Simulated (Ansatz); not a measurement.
One change: `BS[SiH3]` becomes `BSC`.

Ansatz, PBE0-D4/def2-TZVP geometries, multiplicity 1. 

```tsv
property	`BS[SiH3]`
zero-point energy (PBE0-D4/def2-TZVP) / kJ/mol	125.5
HOMO–LUMO gap (ωB97M-V/def2-TZVPP) / eV	10.76
LUMO energy (PBE/def2-TZVPP) / eV	-2.53
HOMO–LUMO gap (B3LYP/def2-TZVPP) / eV	6.26
HOMO energy (PBE/def2-TZVPP) / eV	-7.16
HOMO–LUMO gap (PBE0/def2-TZVPP) / eV	6.69
```

(1) What does the change do to each property? (An estimate is asked.)

Answers

(1) Computed: 
| property | `BSC` | shift |
| --- | --- | --- |
| zero-point energy (PBE0-D4/def2-TZVP) / kJ/mol | 157.1 | 31.6 |
| HOMO–LUMO gap (ωB97M-V/def2-TZVPP) / eV | 10.90 | 0.14 |
| LUMO energy (PBE/def2-TZVPP) / eV | -1.99 | 0.54 |
| HOMO–LUMO gap (B3LYP/def2-TZVPP) / eV | 6.36 | 0.10 |
| HOMO energy (PBE/def2-TZVPP) / eV | -6.74 | 0.42 |
| HOMO–LUMO gap (PBE0/def2-TZVPP) / eV | 6.80 | 0.11 |

With PBE0 the HOMO rises by 0.42 eV and the LUMO rises by 0.53 eV, so the gap widens by about 0.11 eV. PBE moves the HOMO by 0.42 eV and ωB97M-V by 0.39 eV.

B3LYP here is the variant with VWN-RPA as its local correlation; programs differ in this.
